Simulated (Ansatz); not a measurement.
```yaml
crystal:
  periodic: [false, false, false]
  atoms:
    - {symbol: O, position_ang: [-1.500868, 0.242552, 0.585409]}
    - {symbol: C, position_ang: [-0.216970, 0.422312, 0.625451]}
    - {symbol: C, position_ang: [0.393504, -0.331263, -0.513801]}
    - {symbol: F, position_ang: [-0.411395, -1.011868, -1.327564]}
    - {symbol: N, position_ang: [1.627985, -0.344176, -0.727387]}
    - {symbol: H, position_ang: [-1.901681, 0.727523, 1.320215]}
    - {symbol: H, position_ang: [2.070623, 0.227021, -0.008026]}
basis:
  gaussian: {orbitals: def2-mTZVP}
magnetization: {spin_polarized: false, initial_magnetization: 2}
hamiltonian: {xc: {name: wB97X-V}}
scf: {lower_state_search: full}
```

```sh
$ ansatz run in.yaml --threads 2 --pin off --events-out ev --progress --plain --max-ram 4352MiB
```

It prints (some lines left out):

```
Functional definition: wB97X-V
889 factors; their error is unknown
228 factors; integrals over basis functions are off by at most 1.3e-5 eV
mean field evaluation 1: about -8349.6415 eV, gradient 5.4e1 eV
mean field evaluation 2: about -8329.6244 eV, gradient 8.9e1 eV
mean field evaluation 4: about -8355.1873 eV, gradient 1.3e1 eV
mean field evaluation 8: about -8355.7959 eV, gradient 2.8e-1 eV
mean field evaluation 16: about -8355.8051 eV, gradient 6.3e-4 eV
mean field -8355.80511297 eV, -307.0701741337 hartree, gradient 3.5e-5 eV, S^2 2.000000; 8 other end points of the search recorded, 0 dependent functions left out
reference -8355.80511220 eV, -307.0701741053 hartree; 20, 18 occupied and 86, 88 virtual orbitals, 889 factors
Total energy: -8355.80511220 eV, -307.0701741053 hartree
```

Run time 34 s (2 threads of an Arm Neoverse V2 on a shared host); peak host memory 0.38 GiB.
